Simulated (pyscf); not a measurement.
Optimised with ωB97X-D3(BJ)/def2-SVP in PySCF.

**Question.** For H₃C–InH₂ + HCl → H₃C–InH–Cl + H₂, a four-centre exchange (singlet surface; H–In, Cl–H broken, Cl–In, H–H formed), PBE/def2-TZVP gives ΔE‡ = -0.18 eV and ΔE = -1.25 eV (zero: the separated reactants). In which direction and how far do B3LYP-D3(BJ)/def2-TZVP, M06-2X/def2-TZVP, ωB97M-D3(BJ)/def2-TZVP move these?

**Answer.** B3LYP-D3(BJ): ΔE‡ = -0.05 eV, ΔE = -1.30 eV; M06-2X: ΔE‡ = -0.08 eV, ΔE = -1.45 eV; ωB97M-D3(BJ): ΔE‡ = 0.09 eV, ΔE = -1.21 eV. PBE's barrier lies under all of them, by 0.10 to 0.27 eV. Its reaction energy lies among theirs. Low barriers are usual for a GGA, whose delocalisation error favours stretched bonds. On the reactant side the descent ends in an adduct with a Cl–In contact, 0.31 eV under the separated species and 0.25 eV under the saddle at ωB97X-D3(BJ)/def2-TZVP. At PBE, B3LYP-D3(BJ), M06-2X the saddle lies under the separated reactants, which points to a path from their complex (located at ωB97X-D3(BJ) alone). What is counted as formed (Cl–In) is already present as a longer contact in the reactant adduct; forming that adduct is a step of its own. At ωB97X-D3(BJ)/def2-TZVP the barrier from the zero used here is -0.06 eV. This is the saddle that the search found; another between the same sides may lie lower. Elements past Kr carry the def2 core potentials, without spin-orbit coupling.
